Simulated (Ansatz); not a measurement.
System: rock-salt TiC. Method: rVV10 (Ansatz, a quantum-chemistry and plane-wave program, PAW).

Numerical settings: plane-wave cutoff 520 eV, 22×22×22 k mesh, Fermi–Dirac smearing 0.05 eV, no spin polarisation, scalar-relativistic PAW data made under PBE.

The volume scan:

```
V (Å³/atom)  E − E_lowest (meV/atom)
-----------  -----------------------
9.712                          31.36
9.919                          13.47
10.126                          3.27
10.332                          0.00
10.539                          3.00
10.745                         11.68
10.952                         25.48
```

Task: Fit the third-order Birch–Murnaghan equation and give B0 and B′.

Result: V0 = 10.333 Å³/atom, B0 = 243 GPa, B′ = 4.0 (fit to the energies at full precision).

Measured, for comparison: bulk modulus 240 GPa (temperature not stated, not corrected to a static lattice, our sources range from 235 to 268; as tabulated in Krasnenko and Brik (2013), arXiv:1306.3139); equilibrium volume per atom 10.15 Å³/atom (temperature not stated, not corrected to a static lattice; as tabulated in Zhang et al. (2018), doi:10.1088/1367-2630/aac7f0). Computed (rounded) less measured: bulk modulus not scored (sources differ), equilibrium volume per atom +1.8 %.

Computed values are for the static lattice.

It cost very roughly 50 core-seconds of CPU time.
